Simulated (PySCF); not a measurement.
tetrafluoromethane (CF4), SMILES FC(F)(F)F. Atoms are numbered in the order given.

```xyz
5

F      0.7638    -0.7638     0.7638
C      0.0000     0.0000     0.0000
F     -0.7638    -0.7638    -0.7638
F     -0.7638     0.7638     0.7638
F      0.7638     0.7638    -0.7638
```

Geometry optimised at B3LYP-D3(BJ)/def2-SVP.

Two levels are set side by side: PBE/pcSseg-2 (PySCF) and HF/pcSseg-2 (PySCF). GIAO shifts against CFCl3 (¹⁹F), TMS (¹³C) at the same level; non-relativistic, no solvent, atoms listed together averaged. Differences are taken from unrounded values.

```csv
quantity,PBE
"δ(¹⁹F) of F1, F3, F4, F5 (ppm)",-95.7
δ(¹³C) of C2 (ppm),142.0
```

Question: These are the PBE values. What does HF give? (Estimate from the structure and the level; the computed values follow.)

Answer: 
```tsv
quantity	HF	PBE minus HF
δ(¹⁹F) of F1, F3, F4, F5 (ppm)	-41.5	-54.1
δ(¹³C) of C2 (ppm)	115.8	26.2
```

Rough cost on one machine, each run with all the roots and properties that it gave: HF against PBE within a factor of 2.
